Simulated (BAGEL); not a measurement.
# One shape, several levels: quartet BHSCl

Wanted: a comparison of 3 runs (UHF/STO-3G, UHF/3-21G, UHF/aug-cc-pVDZ) of quartet BHSCl. 

The results are computed with BAGEL 1.2.2.

## 1. The structure to begin with

BHSCl: 4 atoms, total charge 0, spin state quartet. SMILES of the parent species: `S[B]Cl`. Geometry: relaxed at PBE0-D4/def2-TZVP. That shape belongs to the parent species and isn't relaxed for this state.

Bond lengths: S1–B2 1.766 Å, B2–Cl3 1.722 Å, S1–H4 1.344 Å. Angles: S1–B2–Cl3 124.8°, B2–S1–H4 96.3°.

## 2. The energy at UHF/STO-3G (density fitting with qzvpp-jkfit) (run 1)

input.json

```json
{ "bagel": [

{
  "title": "molecule",
  "basis": "sto-3g",
  "df_basis": "qzvpp-jkfit",
  "angstrom": true,
  "geometry": [
    { "atom": "S", "xyz": [    0.566400,   -0.789100,    0.531400 ] },
    { "atom": "B", "xyz": [   -0.299600,    0.475700,   -0.345800 ] },
    { "atom": "Cl", "xyz": [   -2.014100,    0.616000,   -0.427300 ] },
    { "atom": "H", "xyz": [    1.802900,   -0.362900,    0.221400 ] }
  ]
},
{ "title": "uhf", "charge": 0, "nopen": 3 },
{ "title": "print", "file": "orbitals.molden", "orbitals": true }

]}
```

On the command line:

```sh
$ BAGEL_NUM_THREADS=1 BAGEL input.json > input.out
```

What it wrote:

```text
* using 1 threads per process

  ===============================================================
  ===============================================================

  *** Geometry ***

  { "atom" : "S", "xyz" : [      1.070341,     -1.491183,      1.004200 ] },
  { "atom" : "B", "xyz" : [     -0.566162,      0.898943,     -0.653467 ] },
  { "atom" : "Cl", "xyz" : [     -3.806097,      1.164071,     -0.807480 ] },
  { "atom" : "H", "xyz" : [      3.406987,     -0.685782,      0.418385 ] },

  Number of auxiliary basis functions:      349

  Since a DF basis is specified, we compute 2- and 3-index integrals:
    o Being stored without compression. Storage requirement is 0.002 GB

  Number of basis functions:       24
  Number of electrons      :       39

    * METHOD: MOLECULE                             0.08

  *** Open-shell HF ***

  === Nuclear Repulsion ===
   106.3450801965

      * DIIS with orbital gradients will be used.

  === UHF iteration (sto-3g) ===
      0       -872.45091079          0.02389601           0.02
      1       -872.52150837          0.00782902           0.02
      2       -872.52989140          0.00313030           0.02
      3       -872.53202505          0.00046571           0.02
      4       -872.53217102          0.00011581           0.02
      5       -872.53219184          0.00003062           0.02
      6       -872.53219401          0.00000767           0.02
      7       -872.53219420          0.00000296           0.02
      8       -872.53219425          0.00000101           0.01
      9       -872.53219426          0.00000039           0.02
     10       -872.53219426          0.00000011           0.01
     11       -872.53219426          0.00000002           0.02
     12       -872.53219426          0.00000001           0.02
    * SCF iteration converged.

    * S^2 (UHF) is 3.7584

    * Permanent dipole moment:
           (   -2.233822,     1.198794,    -0.817815) a.u.

    * METHOD: UHF                                  0.26

    * METHOD: PRINT                                0.00

  ===============================================================
```

It took 0.46 s on 1 thread of Arm Neoverse V1, shared host.

## 3. A single-point energy at UHF/3-21G (density fitting with qzvpp-jkfit) (run 2)

input.json

```json
{ "bagel" : [

{
  "title" : "molecule",
  "basis" : "3-21g",
  "df_basis" : "qzvpp-jkfit",
  "angstrom" : true,
  "geometry" : [
    { "atom" : "S", "xyz" : [       0.566400,      -0.789100,       0.531400 ] },
    { "atom" : "B", "xyz" : [      -0.299600,       0.475700,      -0.345800 ] },
    { "atom" : "Cl", "xyz" : [      -2.014100,       0.616000,      -0.427300 ] },
    { "atom" : "H", "xyz" : [       1.802900,      -0.362900,       0.221400 ] }
  ]
},

{ "title" : "uhf", "nopen" : 3 },

{ "title" : "print", "file" : "orbitals.molden", "orbitals" : true }

]}
```

On the command line:

```sh
$ BAGEL_NUM_THREADS=1 BAGEL input.json > input.out
```

What it wrote:

```text
* using 1 threads per process

  ===============================================================
  ===============================================================

  *** Geometry ***

  { "atom" : "S", "xyz" : [      1.070341,     -1.491183,      1.004200 ] },
  { "atom" : "B", "xyz" : [     -0.566162,      0.898943,     -0.653467 ] },
  { "atom" : "Cl", "xyz" : [     -3.806097,      1.164071,     -0.807480 ] },
  { "atom" : "H", "xyz" : [      3.406987,     -0.685782,      0.418385 ] },

  Number of auxiliary basis functions:      349

  Since a DF basis is specified, we compute 2- and 3-index integrals:
    o Being stored without compression. Storage requirement is 0.004 GB

  Number of basis functions:       37
  Number of electrons      :       39

    * METHOD: MOLECULE                             0.08

  *** Open-shell HF ***

  === Nuclear Repulsion ===
   106.3450801965

      * DIIS with orbital gradients will be used.

  === UHF iteration (3-21g) ===
      0       -877.71114976          0.02863536           0.03
      1       -877.78453748          0.00988458           0.03
      2       -877.79555052          0.00394836           0.03
      3       -877.79795448          0.00186586           0.03
      4       -877.79893951          0.00043369           0.03
      5       -877.79904395          0.00019269           0.03
      6       -877.79907118          0.00004532           0.03
      7       -877.79907265          0.00001566           0.03
      8       -877.79907294          0.00000283           0.03
      9       -877.79907298          0.00000137           0.03
     10       -877.79907299          0.00000062           0.03
     11       -877.79907299          0.00000028           0.03
     12       -877.79907299          0.00000011           0.03
     13       -877.79907299          0.00000004           0.03
     14       -877.79907299          0.00000002           0.03
     15       -877.79907299          0.00000001           0.03
    * SCF iteration converged.

    * S^2 (UHF) is 3.7604

    * Permanent dipole moment:
           (   -1.950316,     1.128694,    -0.771549) a.u.

    * METHOD: UHF                                  0.49

    * METHOD: PRINT                                0.00

  ===============================================================
```

Run time: 0.7 s. Hardware: 1 thread of Arm Neoverse V1, shared host.

## 4. The energy at UHF/aug-cc-pVDZ (density fitting with qzvpp-jkfit) (run 3)

hf.json

```json
{ "bagel" : [

{
  "title" : "molecule",
  "basis" : "aug-cc-pvdz.json",
  "df_basis" : "qzvpp-jkfit",
  "angstrom" : true,
  "geometry" : [
    { "atom" : "S", "xyz" : [    0.566400,   -0.789100,    0.531400 ] },
    { "atom" : "B", "xyz" : [   -0.299600,    0.475700,   -0.345800 ] },
    { "atom" : "Cl", "xyz" : [   -2.014100,    0.616000,   -0.427300 ] },
    { "atom" : "H", "xyz" : [    1.802900,   -0.362900,    0.221400 ] }
  ]
},
{ "title" : "uhf", "nopen" : 3 },
{ "title" : "print", "file" : "orbitals.molden", "orbitals" : true }

]}
```

The basis set aug-cc-pVDZ is read from a file made from the Basis Set Exchange's data (not shown).

On the command line:

```sh
$ BAGEL_NUM_THREADS=1 BAGEL hf.json > hf.out
```

What it wrote:

```text
* using 1 threads per process

  ===============================================================
  ===============================================================

  *** Geometry ***

  { "atom" : "S", "xyz" : [      1.070341,     -1.491183,      1.004200 ] },
  { "atom" : "B", "xyz" : [     -0.566162,      0.898943,     -0.653467 ] },
  { "atom" : "Cl", "xyz" : [     -3.806097,      1.164071,     -0.807480 ] },
  { "atom" : "H", "xyz" : [      3.406987,     -0.685782,      0.418385 ] },

  Number of auxiliary basis functions:      349

  Since a DF basis is specified, we compute 2- and 3-index integrals:
    o Being stored without compression. Storage requirement is 0.021 GB

  Number of basis functions:       86
  Number of electrons      :       39

    * METHOD: MOLECULE                             0.12

  *** Open-shell HF ***

  === Nuclear Repulsion ===
   106.3450801965

      * DIIS with orbital gradients will be used.

  === UHF iteration (aug-cc-pvdz.json) ===
      0       -881.92815645          0.03395299           0.07
      1       -882.11256023          0.01678098           0.07
      2       -882.15013953          0.00684539           0.07
      3       -882.15738797          0.00189460           0.07
      4       -882.15937364          0.00054486           0.07
      5       -882.15956624          0.00020571           0.07
      6       -882.15962421          0.00005844           0.07
      7       -882.15963136          0.00002112           0.07
      8       -882.15963276          0.00000853           0.07
      9       -882.15963303          0.00000280           0.07
     10       -882.15963306          0.00000134           0.07
     11       -882.15963307          0.00000066           0.07
     12       -882.15963307          0.00000031           0.07
     13       -882.15963307          0.00000016           0.07
     14       -882.15963307          0.00000007           0.07
     15       -882.15963307          0.00000004           0.07
     16       -882.15963307          0.00000001           0.07
     17       -882.15963307          0.00000001           0.07
    * SCF iteration converged.

    * S^2 (UHF) is 3.7719

    * Permanent dipole moment:
           (   -1.569322,     1.016120,    -0.696370) a.u.

    * METHOD: UHF                                  1.40

    * METHOD: PRINT                                0.02

  ===============================================================
```

Run time: 1.7 s. Hardware: 1 thread of Arm Neoverse V1, shared host.

## 5. All runs side by side

| run | level | energy (Eh) | dipole moment (D) | ⟨S²⟩ | wall time |
| --- | --- | --- | --- | --- | --- |
| 1 | UHF/STO-3G (density fitting with qzvpp-jkfit) | -872.532194 | 6.77 | 3.758 | 0.46 s |
| 2 | UHF/3-21G (density fitting with qzvpp-jkfit) | -877.799073 | 6.05 | 3.760 | 0.7 s |
| 3 | UHF/aug-cc-pVDZ (density fitting with qzvpp-jkfit) | -882.159633 | 5.07 | 3.772 | 1.7 s |

## 6. Outcome

| quantity | value |
| --- | --- |
| run 3: total energy | -882.15963 Eh |
| run 3: dipole moment | 5.07 D |
| run 3: ⟨S²⟩ | 3.772 |

What this shows: The dipole moment (its size) runs from 5.07 D (UHF/aug-cc-pVDZ) to 6.77 D (UHF/STO-3G). In run 1 the basis is minimal, so the values are rough. All runs together took 2.8 s, the longest 1.7 s.
